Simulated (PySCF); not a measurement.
# C4H4OS (2-furanthiol): the cost of one run

Programs: PySCF 2.14.0, with density-fitted response routines of our own. Each step states its level of theory. These are calculated values for one molecule, in the gas phase or a continuum, unless marked as measured. Atoms are numbered from 0 throughout.

**1. Starting geometry**

10 atoms, charge 0, multiplicity 1; geometry from: GFN2-xTB.

Bonds of the start (Å): S0–C1 1.75, C1–C2 1.36, C2–C3 1.42, C3–C4 1.36, C4–O5 1.35, O5–C1 1.35, S0–H6 1.33, C2–H7 1.07, C3–H8 1.07, C4–H9 1.07.

**2. Geometry optimisation at PBE0-D3(BJ)/def2-SVP**

What the job is given:

```
{"job": {"xc": "PBE0", "basis": "def2-SVP", "d3": "d3bj", "grid": 1, "kind": "geom"}, "charge": 0, "multiplicity": 1}
S      2.567436    -0.167150    -0.368707
C      0.833697    -0.104534    -0.132349
C     -0.118904    -1.074377    -0.241644
C     -1.344644    -0.432599     0.066671
C     -1.042477     0.863804     0.335483
O      0.287066     1.074726     0.216719
H      2.745420     1.121202    -0.087119
H      0.039255    -2.098756    -0.505390
H     -2.314668    -0.884270     0.082815
H     -1.643299     1.706609     0.610994
```

Command:

```
OMP_NUM_THREADS=1 python probes_run.py task.json out
```

The driver reads the jobs from task.json and runs them one after another.

Q: Estimate the wall time and peak memory of this first job on 1 thread of Arm Neoverse V2, shared host.

About 21 s, with a peak of 0.44 GiB.
